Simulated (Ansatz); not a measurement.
# C2H3O2: the cost of one run

Program: Ansatz 0.2.0. Level of theory: UKS r2SCAN/def2-SVP. These are calculated values, not measurements.

## 1. The starting structure

Bond lengths: O1–C2 1.279 Å, C2–C3 1.348 Å, C3–O4 1.428 Å, C2–H5 1.124 Å, C3–H6 1.078 Å, O4–H7 0.972 Å. Angles: O1–C2–C3 125.6°, O1–C2–H5 119.1°, C3–C2–H5 115.3°, C2–C3–O4 118.4°, C2–C3–H6 127.4°, O4–C3–H6 114.2°, C3–O4–H7 98.8°.

Structure file:

```xyz
7

O    -1.1505   -0.7602    0.9543
C    -0.0592   -0.1057    0.8286
C     0.4765    0.3104   -0.3363
O    -0.2127    0.0016   -1.5486
H     0.5251    0.1664    1.7501
H     1.3907    0.8641   -0.4760
H    -0.9699   -0.4766   -1.1721
```

## 2. Relaxing end A

Contents of input.yaml:

```yaml
crystal:
  periodic: [false, false, false]
  atoms:
    - { symbol: O, position_ang: [-1.15049, -0.76017, 0.95427] }
    - { symbol: C, position_ang: [-0.05917, -0.10568, 0.82864] }
    - { symbol: C, position_ang: [0.47653, 0.31042, -0.33627] }
    - { symbol: O, position_ang: [-0.21269, 0.00161, -1.54864] }
    - { symbol: H, position_ang: [0.52505, 0.16636, 1.7501] }
    - { symbol: H, position_ang: [1.39066, 0.8641, -0.47602] }
    - { symbol: H, position_ang: [-0.96988, -0.47664, -1.17208] }
total_charge: -1
magnetization:
  spin_polarized: true
basis:
  gaussian: { orbitals: def2-SVP }
hamiltonian:
  xc: r2scan
relax:
  f_tol: 0.02
  max_steps: 50
```

Started as:

```bash
$ ansatz run input.yaml --threads 2 --pin off --max-ram 3072MiB --backend cpu --events-out ev --progress --plain --runs-dir out
```

What time and memory should one allow on 2 threads of Arm Neoverse V1, shared host?

About 20 s, with a peak of 0.16 GiB.
